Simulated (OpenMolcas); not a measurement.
## A ladder of methods for AlH3O (SMILES [OH][AlH2])

AlH3O: 5 atoms, total charge 0, spin state singlet. SMILES: `[OH][AlH2]`. The shape comes from GFN2-xTB, which is rough for such elements, and wasn't checked as a minimum.

```xyz
5

O     0.4668   -0.8405    0.5301
Al   -0.2293    0.4110   -0.2596
H     0.8711   -1.5660    0.9879
H    -1.1462    0.1480   -1.4573
H     0.0375    1.8474    0.1989
```

Quantity: the energy change with the O1–H3 bond stretched from 0.948 to 1.422 Å, in eV. The values are calculated.

| level | kind | program | value (eV) | CPU time (all runs) |
| --- | --- | --- | --- | --- |
| HF/STO-3G (restricted) | Hartree–Fock | OpenMolcas | 3.52 | 3.2 s |
| SVWN5/STO-3G (restricted) | LDA | OpenMolcas | 2.45 | 7.4 s |
| PBE/STO-3G (restricted) | GGA | OpenMolcas | 2.29 | 8.5 s |
| r2SCAN/STO-3G (restricted) | meta-GGA | OpenMolcas | 2.56 | 10 s |
| B3LYP/STO-3G (restricted) | global hybrid | OpenMolcas | ? | 8.5 s |
| M06-2X/STO-3G (restricted) | hybrid meta-GGA | OpenMolcas | ? | 9.4 s |
| PBE0/STO-3G (restricted) | global hybrid | OpenMolcas | 2.70 | 7.8 s |
| B2PLYP/STO-3G (restricted) | double hybrid | OpenMolcas | 2.69 | 7.2 s |
| FCI/STO-3G | exact in the basis | OpenMolcas | 2.45 | 31 s |

Task: Estimate what the levels marked ? give.

Result: As computed at these levels: B3LYP/STO-3G (restricted): 2.51 eV; M06-2X/STO-3G (restricted): 2.82 eV. Spin-restricted single references rise too steeply as a bond breaks, Hartree–Fock most of all. The first shape isn't each level's own minimum. The values span 2.29 to 3.52 eV. All rows use very small basis sets, so even the best lies far from the true value. Times are those of the runs behind each value, whatever else they computed, on shared processors of several kinds: orders of magnitude only.
